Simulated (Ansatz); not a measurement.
Task: an active-space calculation of AlBH₄S, SMILES B[S][AlH2], with Ansatz's Python interface. Give the script and its output. Use (for the species named): Hartree-Fock, 6-31G* basis, multiplicity 1.

```json
{"atom": "B", "x (Å)": "-1.3825", "y (Å)": "0.2425", "z (Å)": "-0.4571"}
{"atom": "S", "x (Å)": "0.1818", "y (Å)": "0.6664", "z (Å)": "-1.3536"}
{"atom": "Al", "x (Å)": "1.3778", "y (Å)": "-0.2304", "z (Å)": "0.3147"}
{"atom": "H", "x (Å)": "-1.9018", "y (Å)": "-0.7333", "z (Å)": "-0.6577"}
{"atom": "H", "x (Å)": "-1.8998", "y (Å)": "1.0727", "z (Å)": "0.2519"}
{"atom": "H", "x (Å)": "1.7792", "y (Å)": "-1.7696", "z (Å)": "0.3009"}
{"atom": "H", "x (Å)": "1.9065", "y (Å)": "0.6837", "z (Å)": "1.5554"}
```

The script, `albh4s.py`:
```python
"""Active-space calculation on AlBH4S."""

import ansatz

BASIS_SET = "6-31G*"

molecule = (
    ansatz.Crystal.molecule()
    .atom("B", [-1.3825, 0.2425, -0.4571])
    .atom("S", [0.1818, 0.6664, -1.3536])
    .atom("Al", [1.3778, -0.2304, 0.3147])
    .atom("H", [-1.9018, -0.7333, -0.6577])
    .atom("H", [-1.8998, 1.0727, 0.2519])
    .atom("H", [1.7792, -1.7696, 0.3009])
    .atom("H", [1.9065, 0.6837, 1.5554])
)

base = molecule.calculation()
base = base.basis(gaussian=BASIS_SET).correlation(active_electrons=4, active_orbitals=4)
for method in [None, "sc_nevpt2"]:
    r = (base if method is None else base.correlation(method)).run(threads=1, backend="cpu").report
    space = r["configurations"]
    state = space["states"][0]
    print(method or "casscf", f"total {r['free_energy_ev'] / 27.211386246:.6f} Ha, active-space state {state['energy']['hartree']:.6f} Ha, mean field {r['reference_energy_ev'] / 27.211386246:.6f} Ha")
    print("  determinants", state["n_determinants"], " natural occupations", [round(n, 3) for n in space["natural_occupations"]])
print("effectively unpaired electrons, sum of min(n, 2 - n):", round(sum(min(n, 2 - n) for n in space["natural_occupations"]), 3))
```

Output of `python albh4s.py`:
```text
casscf total -666.470673 Ha, active-space state -666.470673 Ha, mean field -666.440182 Ha
  determinants 36  natural occupations [1.983, 1.969, 0.025, 0.024]
sc_nevpt2 total -666.686650 Ha, active-space state -666.470640 Ha, mean field -666.440182 Ha
  determinants 36  natural occupations [1.983, 1.969, 0.025, 0.024]
effectively unpaired electrons, sum of min(n, 2 - n): 0.098
```

Reading the output:
- Total energies depend on the basis set; only differences at equal settings carry meaning.
- The geometry is a force-field or estimated start, not a minimum of this method, and the basis set is short of its limit. The active space starts as a window about the frontier orbitals and is then optimised, not chosen by chemistry.
- Wall time of the script: 3.3 s on 1 thread of Intel(R) Xeon(R) 6975P-C (Granite Rapids) (shared host), peak memory 0.18 GiB.
